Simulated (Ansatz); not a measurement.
The input, for Ansatz 0.2.0:

```yaml
crystal:
  periodic: [false, false, false]
  atoms:
    - {symbol: Al, position_ang: [0.000000, 0.000000, 0.000000]}
    - {symbol: N, position_ang: [0.000000, 0.000000, 1.852000]}
basis:
  gaussian: {orbitals: aug-cc-pVDZ}
total_charge: -1
magnetization: {spin_polarized: false, initial_magnetization: 5}
correlation: {method: ccsdt_q, electrons: outside_noble_gas}
```

```sh
$ ansatz run in.yaml --threads 1 --pin off --events-out ev --progress --plain --max-ram 2393MiB
```

The program prints:

```
843 factors; integrals over basis functions are off by at most 9.3e-8 eV
mean field evaluation 1: about -8048.2739 eV, gradient 3.7e1 eV
mean field evaluation 2: about -8048.3030 eV, gradient 3.7e1 eV
mean field evaluation 4: about -8060.4665 eV, gradient 9.3e0 eV
mean field evaluation 8: about -8061.0488 eV, gradient 6.8e-1 eV
mean field evaluation 16: about -8055.7738 eV, gradient 3.7e1 eV
mean field evaluation 32: about -8061.0863 eV, gradient 5.6e-1 eV
mean field evaluation 64: about -8059.1208 eV, gradient 2.4e0 eV
mean field evaluation 96: about -8059.8835 eV, gradient 9.6e-3 eV
mean field evaluation 128: about -8059.5328 eV, gradient 1.4e-1 eV
mean field evaluation 160: about -8059.3930 eV, gradient 8.7e-1 eV
...
cycle  15  -4.63046750 eV  change   -5.4e-5 eV  update   5.0e-5
cycle  16  -4.63050266 eV  change   -3.5e-5 eV  update   2.8e-5
cycle  17  -4.63051402 eV  change   -1.1e-5 eV  update   1.9e-5
cycle  18  -4.63051739 eV  change   -3.4e-6 eV  update   1.4e-5
cycle  19  -4.63051590 eV  change    1.5e-6 eV  update   7.4e-6
cycle  20  -4.63051602 eV  change   -1.2e-7 eV  update   3.9e-6
cycle  21  -4.63051809 eV  change   -2.1e-6 eV  update   3.0e-6
cycle  22  -4.63052084 eV  change   -2.7e-6 eV  update   1.8e-6
cycle  23  -4.63052226 eV  change   -1.4e-6 eV  update   1.1e-6
cycle  24  -4.63052268 eV  change   -4.3e-7 eV  update   7.6e-7
perturbative correction -0.00822043 eV, -0.0003020951 hartree
Total energy: -8065.73029751 eV, -296.4101212850 hartree
```

For the same geometry and basis UCCSDT(Q) lies 3.1 meV lower.

Ran on 1 thread of Arm Neoverse V2, shared host: 29 s wall, 0.37 GiB peak host memory.
